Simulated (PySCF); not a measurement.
# Broadened absorption spectrum of C3H4ClFO

Compound: C3H4ClFO.
SMILES: `C[C@H](F)C(=O)Cl`

Method used: PySCF, TDDFT CAM-B3LYP/def2-SVPD, vertical, gas phase, core orbitals frozen in the response. The structure is a single GFN2-xTB conformer in the gas phase; no vibrational or solvent corrections. Torsions of this conformer, `[CH3:1][C@H:2]([F:3])[C:4](=[O:5])[Cl:6]`: C1–C2–C4–O5 106°.

Computed states:

```
state  E (eV)       f
   S1    5.13  0.0004
   S2    6.76  0.0005
   S3    7.10   0.013
   S4    8.07   0.074
   S5    8.26   0.030
   S6    8.28  0.0015
   S7    8.47  0.0074
   S8    8.73   0.013
```

Broadening: Gaussians 0.4 eV wide at half height, area fixed by f = 4.319×10⁻⁹ ∫ε dν̃. The width is an assumption, not a result. The curve ends short of the highest state used, and states not computed would add to its high-energy end.

Question: Give the broadened spectrum and its maxima.

Answer: 
| λ (nm) | ε (L mol⁻¹ cm⁻¹) |
| --- | --- |
| 152.6 | 6303 |
| 155.4 | 4911 |
| 158.2 | 2112 |
| 161.0 | 507 |
| 163.9 | 87 |
| 166.7 | 135 |
| 169.5 | 413 |
| 172.3 | 772 |
| 175.1 | 891 |
| 178.0 | 657 |
| 180.8 | 340 |
| 183.6 | 138 |
| 186.4 | 52 |
| 189.2 | 20 |
| 192.1 | 7 |
| 194.9 | 2 |
| 197.7 | 1 |
| 200.5 | 0 |
| 203.3 | 0 |
| 206.2 | 0 |
| 209.0 | 0 |
| 211.8 | 0 |
| 214.6 | 0 |
| 217.4 | 0 |
| 220.3 | 0 |
| 223.1 | 1 |
| 225.9 | 3 |
| 228.7 | 6 |
| 231.5 | 11 |
| 234.4 | 17 |
| 237.2 | 22 |
| 240.0 | 26 |
| 242.8 | 26 |
| 245.6 | 24 |
| 248.5 | 19 |
| 251.3 | 14 |
| 254.1 | 9 |
| 256.9 | 5 |
| 259.7 | 3 |
| 262.6 | 2 |
| 265.4 | 1 |
| 268.2 | 0 |
| 271.0 | 0 |
| 273.8 | 0 |

Maxima: 242 nm (5.13 eV), ε about 26, made up of S1 (100%); 175 nm (7.10 eV), ε about 900, made up of S3 (100%); 153 nm (8.12 eV), ε about 6300, made up of S4 (76%) and S5 (22%) (ε in L mol⁻¹ cm⁻¹; maxima over ε = 5, shares over 10%).

Question: On this curve, what absorbance would a 10⁻³ mol/L sample give at 248 nm over a 1 cm path?

Answer: 248 nm is 4.999 eV, where ε is about 20 L mol⁻¹ cm⁻¹, so A = ε c l ≈ 0.02 (Beer–Lambert, with the gas-phase spectrum and the assumed width).

Question: Coming from long wavelengths, where does ε first pass 100 L mol⁻¹ cm⁻¹?

Answer: At about 185 nm (6.72 eV), 1.59 eV above S1.

Question: What would ε be at 8.12 eV, the highest of these maxima, with half the width (0.2 eV)?

Answer: About 9210 L mol⁻¹ cm⁻¹ against 6310, a factor of about 1.5; a lone state at its own centre would give exactly 2.

Cost: about 60 s of CPU time on one thread; the machine was shared, so the figure is rough.
